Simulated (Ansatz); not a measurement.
# A relaxation, step by step

C$_{2}$H$_{5}$O (charge -1), closed shell, PBE0-D4/def2-SVP (Ansatz 0.2.0). Settings:

```yaml
hamiltonian: {xc: pbe0, dispersion: d4}
relax: {f_tol: 0.2, max_steps: 30, max_displacement: 0.5}
```

Start:

C1  (-1.003, 0.700, -0.337)
O2  (0.272, 0.032, -0.749)
C3  (0.579, -0.486, 0.595)
H4  (-1.853, 0.209, -1.142)
H5  (-0.867, 1.767, -0.930)
H6  (1.091, 0.393, 1.371)
H7  (1.731, -0.963, 0.288)
H8  (0.095, -1.137, 0.991)
(Å)

```csv
step,energy less the last (meV),largest force component (eV/Å)
1,2658.2,13.002
2,417.5,2.169
3,43.0,0.666
4,35.1,0.707
5,0.0,0.143
```

Step 2, positions (Å) and forces (eV/Å):

```json
{"atom": "C1", "x": "-1.026", "y": "0.722", "z": "-0.371", "Fx": "-0.708", "Fy": "0.278", "Fz": "-1.239"}
{"atom": "O2", "x": "0.275", "y": "0.062", "z": "-0.697", "Fx": "0.133", "Fy": "-0.903", "Fz": "1.326"}
{"atom": "C3", "x": "0.767", "y": "-0.481", "z": "0.523", "Fx": "1.942", "Fy": "2.169", "Fz": "-1.191"}
{"atom": "H4", "x": "-1.791", "y": "0.244", "z": "-1.141", "Fx": "0.877", "Fy": "0.334", "Fz": "0.819"}
{"atom": "H5", "x": "-0.963", "y": "1.782", "z": "-0.865", "Fx": "0.253", "Fy": "-0.885", "Fz": "0.392"}
{"atom": "H6", "x": "0.938", "y": "0.447", "z": "1.247", "Fx": "0.186", "Fy": "-1.786", "Fz": "-0.763"}
{"atom": "H7", "x": "1.766", "y": "-1.145", "z": "0.345", "Fx": "-1.650", "Fy": "1.530", "Fz": "0.200"}
{"atom": "H8", "x": "0.079", "y": "-1.117", "z": "1.045", "Fx": "-1.032", "Fy": "-0.737", "Fz": "0.455"}
```

Step 3, positions (Å) and forces (eV/Å):

| atom | x | y | z | Fx | Fy | Fz |
| --- | --- | --- | --- | --- | --- | --- |
| C1 | -1.038 | 0.722 | -0.377 | -0.216 | 0.167 | -0.489 |
| O2 | 0.249 | 0.042 | -0.677 | 0.335 | -0.387 | 0.666 |
| C3 | 0.767 | -0.451 | 0.512 | 0.096 | 0.418 | -0.316 |
| H4 | -1.759 | 0.233 | -1.118 | 0.198 | 0.145 | 0.228 |
| H5 | -0.912 | 1.744 | -0.870 | -0.009 | -0.280 | 0.140 |
| H6 | 0.970 | 0.387 | 1.252 | 0.104 | -0.532 | -0.280 |
| H7 | 1.724 | -1.046 | 0.322 | -0.573 | 0.509 | 0.043 |
| H8 | 0.045 | -1.116 | 1.042 | 0.065 | -0.041 | 0.010 |

Step 4, positions (Å) and forces (eV/Å):

```tsv
atom	x	y	z	Fx	Fy	Fz
C1	-1.081	0.732	-0.405	-0.107	0.161	0.207
O2	0.201	0.041	-0.618	0.707	-0.375	-0.064
C3	0.769	-0.456	0.533	-0.171	0.590	-0.123
H4	-1.731	0.257	-1.187	-0.200	-0.099	-0.057
H5	-0.932	1.751	-0.888	0.131	-0.140	0.131
H6	1.026	0.367	1.273	0.067	-0.453	-0.235
H7	1.703	-1.040	0.281	-0.350	0.380	0.076
H8	0.092	-1.137	1.097	-0.077	-0.064	0.065
```

Last step (5):

C1  (-1.061, 0.720, -0.399)
O2  (0.228, 0.025, -0.643)
C3  (0.757, -0.443, 0.522)
H4  (-1.754, 0.251, -1.158)
H5  (-0.899, 1.737, -0.868)
H6  (1.011, 0.362, 1.256)
H7  (1.694, -1.002, 0.298)
H8  (0.070, -1.135, 1.077)
(Å)

Hardware: 2 CPU threads of an Arm Neoverse V2, shared host. Wall time about 4.8 s.
